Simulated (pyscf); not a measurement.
A first-order saddle from PySCF, ωB97X-D3(BJ)/def2-SVP:

```xyz
8

B     -1.0015    -0.0472    -0.6992
N     -0.9225     0.4243     0.6998
H     -0.8005    -1.3549    -0.7720
H     -2.0001     0.0462    -1.3721
H     -0.0441     0.2755     1.1869
H     -1.1780     1.4025     0.7992
H     -0.0650     0.3337    -1.5424
H     -0.0682    -0.7558    -1.2286
```
Charge 0, spin multiplicity 1.

Surface: singlet, charge 0. Lowest wavenumbers (cm⁻¹): 1112i, 167, 586, 695, 932.

Problem. Name the species on either side of this saddle.

Solution. `[BH2][NH2]` + `[H][H]` ⇌ `[BH2][NH2]` + `[H][H]`, a four-centre exchange read from left to right: B–H, H–H broken and B–H, H–H formed. At ωB97M-D3(BJ)/def2-TZVP it lies +1.62 eV from the left side and +1.62 eV from the right (each side as separated species at their lowest minima found). At the saddle there is also a short B–H contact that neither side keeps. This is the saddle that the search found; another between the same sides may lie lower.
